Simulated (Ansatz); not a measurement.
A geometry relaxed with PBE-D3(BJ)/def2-TZVP in Ansatz (an electronic-structure program), charge 0, multiplicity 2:

```xyz
3

O      1.0365    -0.1574     0.0000
H     -1.0109    -0.2047     0.0000
C     -0.0256     0.3621     0.0000
```

**Question.** Write the SMILES of this molecule.

**Answer.** `[CH]=O`
